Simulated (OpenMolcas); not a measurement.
How methods differ on BNH3 (SMILES B[NH])

The species is BNH3 (5 atoms), meant as a doublet with charge 0. As SMILES, `B[NH]`. The coordinates come from a PBE0-D4/def2-TZVP relaxation.

```xyz
5

B    -0.3108   -0.3701   -0.0916
N     0.5312    0.6552   -0.0198
H    -0.4148   -1.1074    0.8625
H    -0.9641   -0.5731   -1.0819
H     1.2084    1.3217    0.2893
```

Quantity: the energy change with the B1–N2 bond stretched from 1.329 to 1.661 Å, in eV. The values are calculated.

```
                level                   kind     program  value (eV)  less FCI/STO-3G
          ROHF/STO-3G           Hartree–Fock  OpenMolcas        1.85            +0.12
           UHF/STO-3G           Hartree–Fock  OpenMolcas        1.85            +0.12
          UPBE/STO-3G                    GGA  OpenMolcas        1.71            -0.02
         UPBE0/STO-3G          global hybrid  OpenMolcas        1.82            +0.09
   CASPT2(3,3)/STO-3G         multireference  OpenMolcas        1.90            +0.17
   CASSCF(3,3)/STO-3G         multireference  OpenMolcas        1.80            +0.07
SC-NEVPT2(3,3)/STO-3G         multireference  OpenMolcas        1.92            +0.19
     ROCCSD(T)/STO-3G  coupled cluster or CI  OpenMolcas        1.74            +0.01
           FCI/STO-3G     exact in the basis  OpenMolcas        1.73             0.00
```

FCI/STO-3G is exact within its basis and frozen core, so for wave-function methods in that basis the difference is their error; functionals converge differently with the basis, so for them it is only a difference. The first shape isn't each level's own minimum. The values span 1.71 to 1.92 eV. All rows use very small basis sets, so even the best lies far from the true value.
